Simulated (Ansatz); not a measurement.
The input, for Ansatz 0.2.0:

```yaml
crystal:
  periodic: [false, false, false]
  atoms:
    - {symbol: Ge, position_ang: [0.000000, 0.000000, 0.000000]}
    - {symbol: Ga, position_ang: [0.000000, 0.000000, 3.343000]}
basis:
  gaussian: {orbitals: cc-pVDZ}
magnetization: {spin_polarized: true, initial_magnetization: 3}
hamiltonian: {xc: {name: PBE}}
correlation: {method: rpa, electrons: outside_noble_gas}
```

```sh
$ ansatz run in.yaml --threads 1 --pin off --events-out ev --progress --plain --max-ram 2393MiB
```

Log:

```
650 factors; integrals over basis functions are off by at most 7.7e-4 eV
mean field evaluation 1: about -108874.7469 eV, gradient 9.4e0 eV
mean field evaluation 2: about -108874.7463 eV, gradient 9.4e0 eV
mean field evaluation 4: about -108876.0240 eV, gradient 1.4e0 eV
mean field evaluation 8: about -108876.0406 eV, gradient 1.8e-1 eV
mean field evaluation 16: about -108876.0411 eV, gradient 3.4e-6 eV
mean field evaluation 32: about -108875.1999 eV, gradient 1.3e0 eV
mean field evaluation 64: about -108874.4049 eV, gradient 3.2e-1 eV
mean field evaluation 96: about -108875.7679 eV, gradient 3.9e0 eV
mean field evaluation 128: about -108874.2508 eV, gradient 4.8e0 eV
mean field -108876.04109858 eV, -4001.1207115414 hartree, gradient 3.5e-6 eV, S^2 3.750962; 12 other end points of the search recorded, 0 dependent functions left out
28 core orbitals not correlated: weight in the atoms' cores, before any rotation towards them, 0.999 or more for the frozen orbitals, at most 0.000 for the correlated occupied ones
reference -108803.87384676 eV, -3998.4686139540 hartree; 5, 2 occupied and 21, 24 virtual orbitals, 650 factors
Total energy: -108809.56966318 eV, -3998.6779313466 hartree
```

Ran on 1 thread of Arm Neoverse V2, shared host: 12 s wall, 0.18 GiB peak host memory.
